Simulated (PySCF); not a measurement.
Telling isomers of C4H5NO apart by NMR

- NMR shieldings at PBE0/pcSseg-1/GIAO
- geometry: GFN2-xTB
- spin–spin couplings from B3LYP/pcJ-1 (spin–dipole term left out of most H,H and C,H couplings)
- program: PySCF 2.14.0 with density-fitted response routines
- non-relativistic, rapidly exchanging positions averaged, in vacuum, one computed conformer

Referencing at the same level of theory: TMS for 1H and 13C. Multiplet labels drop J under 1 Hz and among equivalent protons, and merge close values. Unscaled 3J(H,H) run several per cent high. Vicinal couplings that depend on rotamer populations or ring flexing (ring, CH–CH, X–H and H–F types) are those of the one conformer. Shifts are as computed. Against solution values, carbons near 30 ppm lie about +3 ppm off and those near 130 ppm about +5 ppm. Of 1211 compounds with measured shifts, 218 miss one by over three times the rms of a fit or turn the order of signals round; such compounds aren't used in these exercises.

(1) Tabulate the signals of `Cc1cocn1`, `C[C@H](C#N)C=O` and their relative energies.

(2) What is the quickest way to tell Cc1cocn1 from C[C@H](C#N)C=O?

Results:

(1) 
| SMILES | carbon types | δC | δH | E rel. (kcal/mol) |
| --- | --- | --- | --- | --- |
| Cc1cocn1 | 1×C 2×CH 1×CH3 | 154.8, 145.0, 140.4, 14.1 | 7.66 (d, 1H), 7.55 (quint, 1H), 2.45 (d, 3H) | 0.0 |
| C[C@H](C#N)C=O | 1×C 2×CH 1×CH3 | 197.7, 120.6, 38.6, 15.7 | 9.52 (d, 1H), 3.01 (qd, 1H), 1.56 (d, 3H) | 13.6 |

Energies are electronic energies at PBE0/pcSseg-1 on these geometries, without zero-point or thermal terms, each for the one conformer computed, which needn't be the lowest.

(2) Both give the same number of carbon signals, with the same numbers of each carbon type, so the positions decide. The first has an aromatic CH next to the ring oxygen at 140.4 ppm, the second an sp3 CH α to a carbonyl at 38.6 ppm. Their most deshielded carbons lie at 154.8 and 197.7 ppm. In the proton spectra the most deshielded non-exchanging signals are 7.66 (d, J = 1.1 Hz, 1H) and 9.52 (d, J = 5.8 Hz, 1H).
